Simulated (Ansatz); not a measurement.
System: zinc-blende ZnS. Method: r²SCANh in Ansatz (plane waves, PAW).

Total energies, extrapolated to zero smearing (they compare only within this program, potentials and cutoff; free atoms with spin allowed, lowest state found):

| system | energy (eV/atom) |
|---|---|
| zinc-blende ZnS, relaxed | -2116.4057 |
| free Zn atom | -3323.6314 |
| free S atom | -902.8326 |

Q: Work out the cohesive energy per atom.

A: E_coh = [1 × (-3323.6314) + 1 × (-902.8326)]/2 − (-2116.4057) = 3.17 eV/atom. The reference value is 3.21 eV/atom (measured, zero-point energy (9/8 kB θD) added and atomic spin-orbit splittings removed, spin-orbit-averaged atoms; as tabulated in Albrecht et al. (1997), arXiv:cond-mat/9706128), a difference of -0.04 eV/atom.

The PAW data were made under PBE.

Ansatz is a quantum-chemistry and plane-wave program.
